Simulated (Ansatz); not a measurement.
Geometry optimisation, Ansatz 0.2.0, RKS B3LYP-D4/def2-TZVP.

The input (input.yaml):

```yaml
crystal:
  periodic: [false, false, false]
  atoms:
    - { symbol: "N", position_ang: [-1.133, 0.0354, -0.7567] }
    - { symbol: Si, position_ang: [-0.2959, -0.9744, 0.229] }
    - { symbol: S, position_ang: [1.3629, 0.2213, 0.7575] }
    - { symbol: H, position_ang: [-1.3154, 0.9457, -0.2567] }
    - { symbol: H, position_ang: [-0.5888, 0.3813, -1.5579] }
    - { symbol: H, position_ang: [2.0124, -0.6732, 1.5386] }
basis:
  gaussian: { orbitals: def2-TZVP }
hamiltonian:
  xc: b3lyp
  dispersion: d4
relax:
  f_tol: 0.015
  max_steps: 40
output:
  orbitals: {}
```

Run as:

```bash
$ ansatz run input.yaml --threads 2 --pin off --max-ram 3072MiB --backend cpu --events-out ev --progress --plain --runs-dir out
```

Q: Where does it end, and by what steps?

A: The run converged. After 13 steps the energy has fallen by 1.029 eV; H5 moved furthest, 1.02 Å.

```tsv
step	energy less start (eV)	largest force component (eV/Å)	accepted
0	0.0000	4.006	yes
1	-0.2586	2.047	yes
2	-0.3869	0.976	yes
3	-0.5279	1.109	yes
4	-0.6419	2.204	yes
5	-0.7826	1.540	yes
6	-0.9982	0.362	yes
7	-1.0073	0.348	yes
8	-0.9953	0.274	no
9	-1.0278	0.163	yes
10	-1.0281	0.136	yes
11	-1.0281	0.059	yes
12	-1.0286	0.089	yes
13	-1.0288	0.004	yes
```

```xyz
6
Properties=species:S:1:pos:R:3
N -0.879 0.237 -0.786
Si 0.170 -0.987 -0.203
S 1.219 0.230 1.269
H -0.934 1.201 -0.490
H -1.544 0.029 -1.515
H 2.010 -0.774 1.679
```

Time of the run: 15 s on 2 threads of Intel(R) Xeon(R) 6975P-C (Granite Rapids), with other jobs on the host, peak memory 0.22 GiB.
